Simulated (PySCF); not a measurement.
Ligands exchanged one at a time, B F-SiH3. All species are isolated molecules in the gas phase. Strings in code marks are SMILES.

Quantity: redistribution energy (mixed species minus the weighted end members), in eV.

Level 1: B3LYP/3-21G // B3LYP-D3(BJ)/def2-TZVP (PySCF)
Level 2: M06-2X/6-31G* // B3LYP-D3(BJ)/def2-TZVP (PySCF)
Level 3: PBE/6-31G* // B3LYP-D3(BJ)/def2-TZVP (PySCF)
Level 4: HF/3-21G // B3LYP-D3(BJ)/def2-TZVP (PySCF)

```json
[
 {"species": "2 of 3 F replaced by SiH3: `FB([SiH3])[SiH3]`", "level 2": "0.309", "level 3": "0.242", "level 4": "0.427"},
 {"species": "1 of 3 F replaced by SiH3: `FB([SiH3])F`", "level 2": "0.028", "level 3": "-0.038", "level 4": "0.119"}
]
```

Task: What does level 1 give for each?

Result: 
- 2 of 3 F replaced by SiH3: `FB([SiH3])[SiH3]`: 0.153
- 1 of 3 F replaced by SiH3: `FB([SiH3])F`: -0.106
